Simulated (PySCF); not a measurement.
System: C3H7 (charge 0, doublet). It need not be the lowest isomer of its formula. SMILES: C[CH]C
Structure (B3LYP-D3(BJ)/def2-TZVP (Ansatz) minimum search):
```xyz
10

C      0.0078     0.5370    -0.0037
C      0.0099    -0.1884     1.2924
C      0.0104    -0.2064    -1.2896
H     -0.1967     1.6000    -0.0111
H      0.1792     0.4802     2.1373
H      0.1802     0.4505    -2.1437
H     -0.9463    -0.7046     1.4747
H      0.7800    -0.9680     1.3143
H      0.7806    -0.9861    -1.3004
H     -0.9456    -0.7250    -1.4652
```
Charge 0, spin multiplicity 2.

Dispersion corrections to the total energy (kcal/mol) from the dftd3 and dftd4 libraries through PySCF: D3(BJ) without and D4 with the three-body term, each with the damping fitted for the functional named.

| functional | D3(BJ) | D4 |
|---|---|---|
| BHLYP | -4.13 | -3.05 |
| B2PLYP | -2.42 | -2.01 |
| PBE | ? | -2.90 |
| PW6B95 | ? | -2.51 |
| HF | -28.76 | -11.83 |
| HSE06 | -1.92 | -2.19 |
| B2GP-PLYP | ? | -1.18 |

Question: Some entries are withheld; supply them.

Answer: 
- PBE, D3(BJ): -3.34
- PW6B95, D3(BJ): -1.41
- B2GP-PLYP, D3(BJ): -1.66
